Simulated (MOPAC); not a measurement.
MOPAC input (PM7):

```
PM7 PRECISE GNORM=0.05 LET XYZ UHF MS=0.5 GEO-OK AUX(PRECISION=9) THREADS=1
C3H6Cl

C     0.83746303 1    0.09481319 1   -0.96445335 1
C     2.06324952 1   -0.14829068 1   -0.16658330 1
C    -0.30755877 1    0.79786484 1   -0.41307968 1
H     0.69344615 1   -0.46401561 1   -1.88145465 1
H     1.94948445 1   -1.04538672 1    0.45855498 1
Cl   -1.31412795 1   -0.35650860 1    0.69872479 1
H     2.93376401 1   -0.31325886 1   -0.80354423 1
H     2.27462115 1    0.68230351 1    0.51113460 1
H    -0.04196665 1    1.61086036 1    0.25712555 1
H    -1.02809680 1    1.12381954 1   -1.15543980 1
```

Output:

```
 *******************************************************************************
 **                                                                           **
 **                              MOPAC v23.2.5                                **
 **                                                                           **
 *******************************************************************************
 ** MOPAC's Digital Object Identifier: https://doi.org/10.5281/zenodo.6511958 **
 **                                                                           **
 ** Please cite the open-source release paper for use of this MOPAC version:  **
 ** J. E. Moussa and J. J. P. Stewart (2026)                                  **
 ** MOPAC: An open-source semiempirical molecular orbital program             **
 ** J. Open Source Softw., 11(119), 8025, https://doi.org/10.21105/joss.08025 **
 *******************************************************************************

                              PM7 CALCULATION RESULTS

 *******************************************************************************
 *  PM7        - The PM7 Hamiltonian to be used
 *  GEO-OK     - OVERRIDE INTERATOMIC DISTANCE AND OTHER SAFETY CHECKS
 *  UHF        - UNRESTRICTED HARTREE-FOCK CALCULATION
 *  MS=        - IN MECI, MAGNETIC COMPONENT OF SPIN =  0.5
 *  LET        - OVERRIDE SOME SAFETY CHECKS
 *  PRECISE    - TIGHTER CRITERIA TO BE USED
 *  XYZ        - CARTESIAN COORDINATE SYSTEM TO BE USED
 *  GNORM      - EXIT WHEN GRADIENT NORM DROPS BELOW 0.050
 *  AUX        - OUTPUT AUXILIARY INFORMATION
 *******************************************************************************
PM7 PRECISE GNORM=0.05 LET XYZ UHF MS=0.5 GEO-OK AUX(PRECISION=9) THREADS=1
 C3H6Cl

   ATOM   CHEMICAL          X               Y               Z
  NUMBER   SYMBOL      (ANGSTROMS)     (ANGSTROMS)     (ANGSTROMS)

     1       C          0.83746303  *   0.09481319  *  -0.96445335  *
     2       C          2.06324952  *  -0.14829068  *  -0.16658330  *
     3       C         -0.30755877  *   0.79786484  *  -0.41307968  *
     4       H          0.69344615  *  -0.46401561  *  -1.88145465  *
     5       H          1.94948445  *  -1.04538672  *   0.45855498  *
     6      Cl         -1.31412795  *  -0.35650860  *   0.69872479  *
     7       H          2.93376401  *  -0.31325886  *  -0.80354423  *
     8       H          2.27462115  *   0.68230351  *   0.51113460  *
     9       H         -0.04196665  *   1.61086036  *   0.25712555  *
    10       H         -1.02809680  *   1.12381954  *  -1.15543980  *

          CARTESIAN COORDINATES

    NO.       ATOM           X           Y           Z

     1         C          0.8375      0.0948     -0.9645
     2         C          2.0632     -0.1483     -0.1666
     3         C         -0.3076      0.7979     -0.4131
     4         H          0.6934     -0.4640     -1.8815
     5         H          1.9495     -1.0454      0.4586
     6        Cl         -1.3141     -0.3565      0.6987
     7         H          2.9338     -0.3133     -0.8035
     8         H          2.2746      0.6823      0.5111
     9         H         -0.0420      1.6109      0.2571
    10         H         -1.0281      1.1238     -1.1554

 General Reference for PM7:
 "Optimization of Parameters for Semiempirical Methods VI: More Modifications to the
 NDDO Approximations and Re-optimization of Parameters", J. J. P. Stewart, J. Mol. Mod., 1:32, 19 (2013)
 https://link.springer.com/article/10.1007/s00894-012-1667-x

           Empirical Formula: C3 H6 Cl  =    10 atoms

      MOLECULAR POINT GROUP   :   C1

          UHF CALCULATION, NO. OF ALPHA ELECTRONS =   13
                           NO. OF BETA  ELECTRONS =   12

          Geometry optimization using EF

          DIAGONAL MATRIX USED AS START HESSIAN

 CYCLE:     1  GRAD.:    54.002 HEAT:-0.5157178E-01
 CYCLE:     2  GRAD.:   168.073 HEAT:  5.285334
 CYCLE:     3  GRAD.:   161.523 HEAT:  9.383199
 CYCLE:     4  GRAD.:   127.191 HEAT:  3.899722
 CYCLE:     5  GRAD.:   189.207 HEAT:  7.901726
 CYCLE:     6  GRAD.:   153.172 HEAT:  7.125177
 CYCLE:     7  GRAD.:   131.369 HEAT:  4.210075
 CYCLE:     8  GRAD.:   101.448 HEAT:  2.958551
 CYCLE:     9  GRAD.:   108.400 HEAT:  3.110959
 CYCLE:    10  GRAD.:   102.215 HEAT:  2.088819
 CYCLE:    11  GRAD.:    82.999 HEAT: 0.3533131
 CYCLE:    12  GRAD.:   102.415 HEAT:  1.950708
 CYCLE:    13  GRAD.:    58.049 HEAT: -1.295164
 CYCLE:    14  GRAD.:    63.740 HEAT:-0.8634171
 CYCLE:    15  GRAD.:    37.126 HEAT: -2.302782
 CYCLE:    16  GRAD.:    26.077 HEAT: -2.527461
 CYCLE:    17  GRAD.:    23.247 HEAT: -2.716999
 CYCLE:    18  GRAD.:    27.157 HEAT: -2.553570
 CYCLE:    19  GRAD.:     9.410 HEAT: -2.900457
 CYCLE:    20  GRAD.:     7.808 HEAT: -2.922538
 CYCLE:    21  GRAD.:     0.585 HEAT: -2.948669
 CYCLE:    22  GRAD.:     0.296 HEAT: -2.949093
 CYCLE:    23  GRAD.:     0.408 HEAT: -2.949649
 CYCLE:    24  GRAD.:     0.516 HEAT: -2.950474
 CYCLE:    25  GRAD.:     0.280 HEAT: -2.950786
 CYCLE:    26  GRAD.:     0.256 HEAT: -2.951101
 CYCLE:    27  GRAD.:     0.635 HEAT: -2.951657
 CYCLE:    28  GRAD.:     1.170 HEAT: -2.952951
 CYCLE:    29  GRAD.:     1.550 HEAT: -2.955779
 CYCLE:    30  GRAD.:     0.563 HEAT: -2.957965
 CYCLE:    31  GRAD.:     0.334 HEAT: -2.958856
 CYCLE:    32  GRAD.:     0.271 HEAT: -2.959292
 CYCLE:    33  GRAD.:     0.300 HEAT: -2.959742
 CYCLE:    34  GRAD.:     0.254 HEAT: -2.959940
 CYCLE:    35  GRAD.:     0.083 HEAT: -2.959960
 CYCLE:    36  GRAD.:     0.049 HEAT: -2.960030

     GRADIENT =  0.04913 IS LESS THAN CUTOFF =  0.05000

 -------------------------------------------------------------------------------
 PM7 PRECISE GNORM=0.05 LET XYZ UHF MS=0.5 GEO-OK AUX(PRECISION=9) THREADS=1
 C3H6Cl

     GEOMETRY OPTIMISED USING EIGENVECTOR FOLLOWING (EF).
     SCF FIELD WAS ACHIEVED

                              PM7 CALCULATION
                                                       MOPAC v23.2.5 Linux

          FINAL HEAT OF FORMATION =         -2.96003 KCAL/MOL =     -12.38477 KJ/MOL

          COSMO AREA              =        112.44 SQUARE ANGSTROMS
          COSMO VOLUME            =         98.74 CUBIC ANGSTROMS

          GRADIENT NORM           =          0.04913          =       0.01554 PER ATOM
          IONIZATION POTENTIAL    =          9.218880 EV
          ALPHA SOMO LUMO (EV)    =         -9.219  0.889
          BETA  SOMO LUMO (EV)    =        -10.781 -0.399
          NO. OF ALPHA ELECTRONS  =         13
          NO. OF BETA  ELECTRONS  =         12
          MOLECULAR WEIGHT        =         77.5334         POINT GROUP:  C1

          MOLECULAR DIMENSIONS (Angstroms)

            Atom       Atom       Distance
            H     7   Cl     6     4.35134
            H    10    H     5     3.35354
            H     4    H     9     2.71468

          SCF CALCULATIONS        =         37

   ATOM   CHEMICAL          X               Y               Z
  NUMBER   SYMBOL      (ANGSTROMS)     (ANGSTROMS)     (ANGSTROMS)

     1       C          0.79576187  *   0.06288479  *  -0.95181261  *
     2       C          2.00355322  *  -0.15676446  *  -0.15020912  *
     3       C         -0.33669650  *   0.80120286  *  -0.40580298  *
     4       H          0.72386697  *  -0.37913581  *  -1.93056720  *
     5       H          1.88704942  *  -1.06048454  *   0.48027805  *
     6      Cl         -1.20595737  *  -0.35281025  *   0.67504095  *
     7       H          2.89878781  *  -0.31852047  *  -0.76858100  *
     8       H          2.22325776  *   0.67210766  *   0.53891832  *
     9       H         -0.06379590  *   1.65778253  *   0.23490393  *
    10       H         -1.07884056  *   1.12858692  *  -1.15339163  *

                             CARTESIAN COORDINATES

   1    C        0.795761868     0.062884789    -0.951812614
   2    C        2.003553224    -0.156764459    -0.150209124
   3    C       -0.336696503     0.801202859    -0.405802977
   4    H        0.723866975    -0.379135811    -1.930567202
   5    H        1.887049425    -1.060484541     0.480278049
   6   Cl       -1.205957366    -0.352810254     0.675040948
   7    H        2.898787807    -0.318520469    -0.768580998
   8    H        2.223257758     0.672107661     0.538918324
   9    H       -0.063795904     1.657782533     0.234903933
  10    H       -1.078840556     1.128586918    -1.153391634

           Empirical Formula: C3 H6 Cl  =    10 atoms

      MOLECULAR POINT GROUP   :   C1

          ALPHA EIGENVALUES
 -28.78536 -25.95312 -23.51337 -19.86990 -16.58059 -15.36914 -14.84838 -13.63234
 -13.33260 -12.77652 -10.90318 -10.80711  -9.21888   0.88948   3.93233   4.19700
   4.94530   5.31918   5.32890   5.37697   5.93501   6.57677  70.55838  70.58894
  70.70728  71.00435  71.01783

           BETA EIGENVALUES
 -28.58176 -25.69946 -23.20332 -19.62007 -16.47940 -15.09230 -14.48568 -13.47138
 -13.24721 -12.67847 -10.83903 -10.78066  -0.39891   1.52097   4.15432   4.42509
   5.05356   5.35199   5.42083   5.43160   6.11593   6.62120  70.62675  70.64752
  70.78934  71.02723  71.04626

              NET ATOMIC CHARGES AND DIPOLE CONTRIBUTIONS

  ATOM NO.   TYPE          CHARGE      No. of ELECS.   s-Pop       p-Pop       d-Pop
    1          C          -0.155033        4.1550     1.10467     3.05036
    2          C          -0.447025        4.4470     1.04483     3.40220
    3          C          -0.169798        4.1698     1.09902     3.07078
    4          H           0.148156        0.8518     0.85184
    5          H           0.176992        0.8230     0.82301
    6         Cl          -0.183052        7.1831     1.98527     5.19178     0.00600
    7          H           0.157049        0.8430     0.84295
    8          H           0.157674        0.8423     0.84233
    9          H           0.158935        0.8411     0.84106
   10          H           0.156104        0.8439     0.84390
 DIPOLE           X         Y         Z       TOTAL
 POINT-CHG.     1.573     1.156    -1.054     2.218
 HYBRID         0.029     0.043     0.053     0.075
 SUM            1.602     1.199    -1.001     2.237

          ATOMIC ORBITAL ELECTRON POPULATIONS

     Atom    s        px        py        pz      x^2-y^2     xz        z^2       yz        xy
    1  C   1.10467   0.96686   1.02343   1.06006
    2  C   1.04483   1.08303   1.17854   1.14062
    3  C   1.09902   1.02939   0.99760   1.04379
    4  H   0.85184
    5  H   0.82301
    6 Cl   1.98527   1.80342   1.67930   1.70907   0.00112   0.00157   0.00069   0.00150   0.00113
    7  H   0.84295
    8  H   0.84233
    9  H   0.84106
   10  H   0.84390

                    (SZ)    =    0.500000
                    (S**2)  =    0.755194

          ATOMIC ORBITAL SPIN POPULATIONS

    Atom   Total    s     px     py     pz   x^2-y^2  xz     z^2    yz     xy
         Atomic
    1  C  0.9601  0.025  0.156  0.622  0.157
    2  C -0.0378 -0.006 -0.017 -0.003 -0.012
    3  C -0.0726 -0.005 -0.025 -0.026 -0.016
    4  H -0.0273 -0.027
    5  H  0.0386  0.039
    6 Cl  0.1045  0.000  0.039  0.022  0.042 -0.000 -0.000 -0.000 -0.000 -0.000
    7  H  0.0090  0.009
    8  H  0.0109  0.011
    9  H  0.0106  0.011
   10  H  0.0038  0.004

 **********************
 *                    *
 * JOB ENDED NORMALLY *
 *                    *
 **********************

 == MOPAC DONE ==
```
